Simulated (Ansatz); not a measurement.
C5H6 can be A, `C=C=C1CC1`, or B, `C1=C[C@H]2C[C@@H]12`.

Program: Ansatz. Geometries: PBE0-D4/def2-TZVP. ΔE: electronic, gas phase. CCSD(T)/CBS is the MP2 limit (def2-TZVPP, def2-QZVPP) plus CCSD(T) − MP2 in def2-TZVPP, frozen cores. DFT in def2-TZVPP.

Question: Which isomer does CCSD(T)/CBS put lower? Give the gap. (Estimate.)

Answer: The calculation gave: B, by 1.6 kcal/mol.

Question: Give E(B) − E(A) in kcal/mol with BLYP-D4, HF/def2-TZVPP, CCSD(T)/def2-SVP, CCSD/def2-TZVPP, MP2/def2-TZVPP, r2SCAN-D4, ωB97M-V. (Estimate.)

Answer: The calculation gave: BLYP-D4 9.3, HF/def2-TZVPP 4.9, CCSD(T)/def2-SVP -1.4, CCSD/def2-TZVPP -0.9, MP2/def2-TZVPP -4.1, r2SCAN-D4 4.3, ωB97M-V -0.1. The order is the other way round with BLYP-D4, HF/def2-TZVPP, r2SCAN-D4.

Question: Does the order hold for the free energy at 298.15 K (harmonic terms from PBE0-D4)? (An estimate is asked.)

Answer: Computed: Too close to call: G(B) − G(A) = +0.2 kcal/mol.

Largest T1 diagnostic: 0.011.

From PBE to PBE0 (25 % exact exchange), in def2-TZVPP and without D4, E(B) − E(A) moves by −3.1 kcal/mol. In def2-TZVPP, CCSD(T) changes the Hartree–Fock value by −6.2 kcal/mol (the triples alone add −0.4 kcal/mol) and MP2 by −9.0 kcal/mol.
